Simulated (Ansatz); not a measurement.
## Competing steps

Reactants: SiH₃Cl ([SiH3][Cl]) + H₂O (brackets give SMILES or just the links). Saddle points were found for several chosen steps; others may exist. Gas-phase electronic energies, without zero-point energy, by CCSD(T) at an estimated basis limit (MP2 extrapolated from triple and quadruple zeta, plus CCSD(T) − MP2 in triple zeta); Ansatz 0.2.0, def2-TZVPP and QZVPP, frozen cores, on PBE0-D4/def2-TZVP structures. Extrapolation: Hartree–Fock as exp(−7.88 √X), correlation as X^−2.97. No counterpoise correction.

Task: Rank the steps by the energy of their saddle points, lowest first, and give each saddle's height above the lowest. (To be estimated.)
A. four-centre ligand exchange, to SiH₄O ([OH][SiH3]) + HCl (breaks or loosens Cl–Si, H–O; forms Cl–H, O–Si)
B. four-centre ligand exchange, to SiH₃ClO ([OH][SiH2][Cl]) + H₂ (breaks or loosens H–O, H–Si; forms H–H, O–Si)

Result: By the calculation: A (0.00 kcal/mol), B (17.72 kcal/mol). Heights count from the lowest.

The lowest of these saddles lies at 20.23 kcal/mol relative to the separated reactants.

Task: Does the lowest of these saddles lead to the lowest end structure (the products still in contact)? (A judgement: the text doesn't fix the answer.)

Result: The calculation gives: No: the step over a higher saddle ends lower. Relative to the separated reactants, the ends lie at -2.31 (SiH₄O ([OH][SiH3]) + HCl); -19.97 (SiH₃ClO ([OH][SiH2][Cl]) + H₂) kcal/mol.

The T1 diagnostic stays at or below 0.011.

For scale, one of the runs: CCSD(T)/def2-TZVPP, 185 basis functions, launched by `ansatz run in.yaml --threads 2 --pin off --events-out ev --progress --plain --max-ram 4352MiB`. Hardware: 2 CPU threads of an Arm Neoverse V1, shared host. Wall time 39 s; peak host memory 1.8 GiB.
